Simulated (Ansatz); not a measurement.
# CH2BCl (SMILES B[C]Cl): levels of theory compared

We compute a comparison of 6 runs (UHSE06/STO-3G, UPBE/STO-3G, RPA@PBE/STO-3G, UMP2/STO-3G, UBCCD(T)/STO-3G, UCCSDT/STO-3G) of CH2BCl. 

The calculation is run with Ansatz 0.2.0.

85 further runs of the same task are left out: 9 that didn't finish, 76 set aside as unsound or not needed.

### Step 1. The molecule

CH2BCl: 5 atoms, total charge 0, spin state triplet. SMILES: `B[C]Cl`. The Cl3–C2 distance was set to 2.442 Å, away from the relaxed value.

Bond lengths: B1–C2 1.474 Å, B1–H4 1.177 Å, B1–H5 1.169 Å. Angles: C2–B1–H4 120.1°, C2–B1–H5 119.8°, H4–B1–H5 120.1°. A long bond or contact: C2–Cl3 2.442 Å.

### Step 2. A single-point energy at UHSE06/STO-3G (run 1)

File molecule.yaml:

```yaml
crystal:
  periodic: [false, false, false]
  atoms:
    - {symbol: B, position_ang: [0.905757, 0.571354, -0.956627]}
    - {symbol: C, position_ang: [0.004137, 0.712864, 0.200623]}
    - {symbol: Cl, position_ang: [-1.470630, -0.583120, 1.652980]}
    - {symbol: H, position_ang: [1.067307, -0.483586, -1.453877]}
    - {symbol: H, position_ang: [1.459737, 1.510424, -1.379537]}
basis:
  gaussian: {orbitals: STO-3G}
magnetization: {spin_polarized: true, initial_magnetization: 2}
hamiltonian: {xc: hse06}
accuracy: high
```

Command:

```
ansatz run molecule.yaml --threads 1 --pin off --max-ram 2610MiB --events-out events.jsonl --progress --plain --runs-dir runs
```

Standard output:

```text
Warning: RAYON_NUM_THREADS=1 ignored (pool sized by the plan → 1); use --threads N
Functional definition: HSE06
  name "HSE06"
  parameter a = 0.25
  parameter omega = 0.11/bohr
  exchange = pbe_x - a*pbe_x_sr(omega) + a*exact_x_sr(omega)
  correlation = pbe_c
356 factors; integrals over basis functions are off by at most 1.5e-8 eV
65 factors; integrals over basis functions are off by at most 1.9e-9 eV
mean field evaluation 1: about -14094.3866 eV, gradient 1.4e1 eV
mean field evaluation 2: about -13962.4787 eV, gradient 7.4e1 eV
mean field evaluation 4: about -14097.9816 eV, gradient 2.8e0 eV
mean field evaluation 8: about -14098.0856 eV, gradient 6.7e-1 eV
mean field evaluation 16: about -14098.0496 eV, gradient 9.3e-4 eV
mean field evaluation 32: about -14096.3903 eV, gradient 6.3e0 eV
mean field -14098.04955678 eV, -518.0937652103 hartree, gradient 6.6e-8 eV, S^2 2.014667; 2 other end points of the search recorded, 0 dependent functions left out
reference -14098.04955862 eV, -518.0937652779 hartree; 16, 14 occupied and 5, 7 virtual orbitals, 356 factors
Total energy: -14098.04955862 eV, -518.0937652779 hartree
```

Run time: 2.4 s. Hardware: 1 thread of Arm Neoverse V2, shared host; peak memory 0.13 GiB.

### Step 3. A single-point energy at UPBE/STO-3G (run 2)

molecule.yaml, as its differences from that of step 2:

```diff
@@ -1 +1,3 @@
+basis:
+  gaussian: {orbitals: STO-3G}
 crystal:
@@ -8,6 +10,4 @@
     - {symbol: H, position_ang: [1.459737, 1.510424, -1.379537]}
-basis:
-  gaussian: {orbitals: STO-3G}
 magnetization: {spin_polarized: true, initial_magnetization: 2}
-hamiltonian: {xc: hse06}
+hamiltonian: {xc: pbe}
 accuracy: high
```

Command:

```
ansatz run molecule.yaml --threads 1 --pin off --max-ram 2610MiB --events-out events.jsonl --progress --plain --runs-dir runs
```

Standard output:

```text
Warning: RAYON_NUM_THREADS=1 ignored (pool sized by the plan → 1); use --threads N
Functional definition: PBE
  name "PBE"
  parameter kappa = 0.804
  parameter beta = 0.06672455060314922
  exchange = pbe_x(kappa = kappa, mu = beta*pi^2/3)
  correlation = pbe_c(beta = beta)
356 factors; integrals over basis functions are off by at most 1.5e-8 eV
mean field evaluation 1: about -14092.9811 eV, gradient 1.5e1 eV
mean field evaluation 2: about -13947.9972 eV, gradient 6.1e1 eV
mean field evaluation 4: about -14095.2409 eV, gradient 9.7e0 eV
mean field evaluation 8: about -14095.1812 eV, gradient 9.7e0 eV
mean field evaluation 16: about -14096.3619 eV, gradient 1.9e-8 eV
mean field evaluation 32: about -14095.9342 eV, gradient 1.4e0 eV
mean field -14096.36191688 eV, -518.0317455882 hartree, gradient 2.3e-8 eV, S^2 2.012142; 4 other end points of the search recorded, 0 dependent functions left out
reference -14096.36191872 eV, -518.0317456558 hartree; 16, 14 occupied and 5, 7 virtual orbitals, 356 factors
Total energy: -14096.36191872 eV, -518.0317456558 hartree
```

Run time: 2.2 s. Hardware: 1 thread of Arm Neoverse V2, shared host; peak memory 0.13 GiB.

Run 3 isn't shown in full; the table further down has it.

### Step 4. A single-point energy at UMP2/STO-3G (run 4)

File run.yaml:

```yaml
crystal:
  periodic: [false, false, false]
  atoms:
    - {symbol: B, position_ang: [0.905757, 0.571354, -0.956627]}
    - {symbol: C, position_ang: [0.004137, 0.712864, 0.200623]}
    - {symbol: Cl, position_ang: [-1.470630, -0.583120, 1.652980]}
    - {symbol: H, position_ang: [1.067307, -0.483586, -1.453877]}
    - {symbol: H, position_ang: [1.459737, 1.510424, -1.379537]}
basis:
  gaussian: {orbitals: STO-3G}
total_charge: 0
magnetization: {spin_polarized: true, initial_magnetization: 2}
correlation: {method: mp2, frozen_orbitals: {B: 1, C: 1, Cl: 5, H: 0}}
accuracy: high
```

Command:

```
ansatz run run.yaml --threads 1 --pin off --max-ram 2610MiB --events-out events.jsonl --progress --plain --runs-dir runs
```

Standard output, cut to the lines that bear on the results:

```text
Warning: RAYON_NUM_THREADS=1 ignored (pool sized by the plan → 1); use --threads N
Functional definition: HF
  name "HF"
[...]
356 factors; integrals over basis functions are off by at most 1.5e-8 eV
[...]
mean field -14077.18725757 eV, -517.3270898554 hartree, gradient 2.5e-8 eV, S^2 2.706793; 10 other end points of the search recorded, 0 dependent functions left out
7 core orbitals not correlated: weight in the atoms' cores, before any rotation towards them, 1.000 or more for the frozen orbitals, at most 0.000 for the correlated occupied ones
reference -14077.18725757 eV, -517.3270898554 hartree; 9, 7 occupied and 5, 7 virtual orbitals, 356 factors
second order -1.30910765 eV of doubles, -0.00000000 eV of singles
Total energy: -14078.49636522 eV, -517.3751986743 hartree
```

It took 0.32 s on 1 thread of Arm Neoverse V2, shared host.

Run 5 isn't shown in full; the table further down has it.

### Step 5. A single-point energy at UCCSDT/STO-3G (run 6)

File molecule.yaml:

```yaml
crystal:
  periodic: [false, false, false]
  atoms:
    - symbol: B
      position_ang: [0.905757, 0.571354, -0.956627]
    - symbol: C
      position_ang: [0.004137, 0.712864, 0.200623]
    - symbol: Cl
      position_ang: [-1.470630, -0.583120, 1.652980]
    - symbol: H
      position_ang: [1.067307, -0.483586, -1.453877]
    - symbol: H
      position_ang: [1.459737, 1.510424, -1.379537]
basis:
  gaussian:
    orbitals: STO-3G
magnetization:
  spin_polarized: true
  initial_magnetization: 2
correlation:
  method: ccsdt
  frozen_orbitals: {B: 1, C: 1, Cl: 5, H: 0}
accuracy: high
scf:
  omitted_lower_state_checks: [cluster_reference, increment]
```

Command:

```
ansatz run molecule.yaml --threads 1 --pin off --max-ram 2610MiB --events-out events.jsonl --progress --plain --runs-dir runs
```

Standard output:

```text
Warning: RAYON_NUM_THREADS=1 ignored (pool sized by the plan → 1); use --threads N
[... 14 lines left out ...]
7 core orbitals not correlated: weight in the atoms' cores, before any rotation towards them, 1.000 or more for the frozen orbitals, at most 0.000 for the correlated occupied ones
[... 69 lines left out ...]
Total energy: -14079.78079934 eV, -517.4224007576 hartree
Checks for a lower state left out: cluster_reference, increment
```

It took 1.9 s on 1 thread of Arm Neoverse V2, shared host.

### Step 6. The series

| run | level | frozen core orbitals | energy (Eh) | ⟨S²⟩ | wall time |
| --- | --- | --- | --- | --- | --- |
| 1 | UHSE06/STO-3G | – | -518.093765 | 2.015 | 2.4 s |
| 2 | UPBE/STO-3G | – | -518.031746 | 2.012 | 2.2 s |
| 3 | RPA@PBE/STO-3G | 7 | -517.483587 | 2.012 | 2.7 s |
| 4 | UMP2/STO-3G | 7 | -517.375199 | 2.707 | 0.32 s |
| 5 | UBCCD(T)/STO-3G | 7 | -517.420675 | 2.707 | 0.58 s |
| 6 | UCCSDT/STO-3G | 7 | -517.422401 | 2.707 | 1.9 s |

### Step 7. Summary of results

| quantity | value |
| --- | --- |
| run 6: total energy | -517.42240 Eh |
| run 6: correlation energy (7 core orbitals frozen) | -95.3 mEh |
| run 6: ⟨S²⟩ of the reference determinant | 2.707 |
| run 6: T1 diagnostic | 0.075 |

What this shows: Totals of different functionals can't be ranked against each other. In runs 1, 2, 3, 4, 5, 6 the basis is minimal, so the values are rough. Spin contamination of the reference: run 4 ⟨S²⟩ = 2.71, run 5 ⟨S²⟩ = 2.71, run 6 ⟨S²⟩ = 2.71. Where it is this large, the reference is a mixture of spin states, and values that rest on it are in doubt. All runs together took 10 s, the longest 2.7 s.
